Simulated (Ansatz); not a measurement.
1T (CdI2-type) TaS2 (undistorted form, which takes a superstructure on cooling) was calculated with HSE06-D3(BJ) (PAW; Ansatz, a program for electronic structure).

Rigid layers of the crystal as relaxed at this level are moved apart or together:

```json
[
 {"run": "1", "k mesh": "12×12×6", "layer repeat (Å)": "5.7", "energy against free layers (meV/Å²)": "-54.85", "gap on the mesh (eV)": "0.000"},
 {"run": "2", "k mesh": "12×12×6", "layer repeat (Å)": "5.9", "energy against free layers (meV/Å²)": "-53.20", "gap on the mesh (eV)": "0.000"},
 {"run": "3", "k mesh": "12×12×6", "layer repeat (Å)": "6.3", "energy against free layers (meV/Å²)": "-44.90", "gap on the mesh (eV)": "0.000"},
 {"run": "4", "k mesh": "12×12×6", "layer repeat (Å)": "6.9", "energy against free layers (meV/Å²)": "-30.66", "gap on the mesh (eV)": "0.000"},
 {"run": "5", "k mesh": "12×12×4", "layer repeat (Å)": "8.9", "energy against free layers (meV/Å²)": "-7.54", "gap on the mesh (eV)": "0.000"}
]
```

The lowest energy of these points lies at a layer repeat of 5.70 Å.

Spin–orbit coupling is not included.

Note: exact exchange on metals is sensitive to the k mesh and can open a false gap. Note: the run warned that the count of filled bands differs between k points.
